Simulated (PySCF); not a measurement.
## Working out the electron affinity of Cl

Cl⁻ [Ar] (1S) → Cl [Ne] 3s2 3p5 (2P). Calculation: PySCF 2.14, in x2c-QZVPPall with one added diffuse shell each of s, p, d, f type (10s7p5d3f1g, 86 functions); the spin-free X2C one-electron Hamiltonian (Gaussian nucleus). Frozen: [Ne]. Energies in hartree (1 hartree = 27.21139 eV):

```csv
part,Cl⁻ (lower),Cl (upper)
UHF,-460.989854,-460.903435
CCSD correlation,-0.239725,-0.198791
(T),-0.010969,-0.007382
```

What does Hartree-Fock give?

(-460.903435) − (-460.989854) = 0.086419 hartree = 2.352 eV.

What do CCSD and CCSD(T) give?

The CCSD correlation energies differ by 0.040934 hartree = 1.114 eV and the triples by 0.003587 hartree = 0.098 eV, so CCSD gives 3.466 eV and CCSD(T) 3.564 eV.

Reference: 3.613 eV (measured; photodetachment measurements, as compiled on the Wikipedia data page of electron affinities), between the lowest levels; spin-orbit coupling is absent from the calculation.

What remains against the reference includes basis incompleteness, the frozen core and higher excitations.
